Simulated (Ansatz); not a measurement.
# P (model structure, started from the lonsdaleite type, P6₃/mmc, No. 194, 4 atoms in the cell)

Level of theory: PBEsol (Ansatz, an electronic-structure program, plane waves, PAW).

Numerical settings: plane-wave cutoff 500 eV, 18×18×8 k mesh (along the axes of the cell as run), Fermi–Dirac smearing 0.05 eV, scalar-relativistic PAW data made under PBE.

Cell (relaxed at this level):

```cif
data_P4
_chemical_formula_sum 'P4'
_space_group_name_H-M_alt 'P63/mmc'
_space_group_IT_number 194
_space_group_name_Hall '-P 6c 2c'
_cell_length_a 3.23609
_cell_length_b 3.23609
_cell_length_c 11.47091
_cell_angle_alpha 90.000
_cell_angle_beta 90.000
_cell_angle_gamma 120.000
loop_
_atom_site_label
_atom_site_type_symbol
_atom_site_symmetry_multiplicity
_atom_site_Wyckoff_symbol
_atom_site_fract_x
_atom_site_fract_y
_atom_site_fract_z
_atom_site_occupancy
P1 P 4 f 0.33333 0.66667 0.05431 1
```

```yaml
band_gap: 1.42 eV (on the SCF k mesh)
```

Note: the relaxation could raise the start's symmetry but not lower it, so the cell can be a saddle point.

Computed values are for the static lattice.

The result took roughly 6 core-minutes.

A model structure was made by putting elements into a prototype or built by hand; it is no filed structure, need not be a known phase, and can be a saddle point held by its symmetry.
